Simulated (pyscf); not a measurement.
Optimised with ωB97X-D3(BJ)/def2-SVP in PySCF.

### Question
Estimate the classical barrier height and the reaction energy of F–SiH₂–NH–SiH₃ (SMILES F[SiH2]N[SiH3]) + H• (SMILES [H]) → F–SiH₂–NH–SiH₂• (SMILES F[SiH2]N[SiH2]) + H₂ (SMILES [H][H]) at ωB97X-D3(BJ)/def2-TZVP. The step runs on the doublet surface, breaks H–Si and forms H–H; take the separated reactants as zero.

### Answer
ΔE‡ = 4.6 kcal/mol, ΔE = -11.5 kcal/mol. ωB97M-D3(BJ)/def2-TZVP gives 4.7 kcal/mol and -11.5 kcal/mol. Zero-point energy shifts the barrier by -0.8 kcal/mol. It is a hydrogen abstraction, with an imaginary mode of 922i cm⁻¹. One saddle was located; it need not be the lowest between these sides. The angle at the transferred H is 177°.
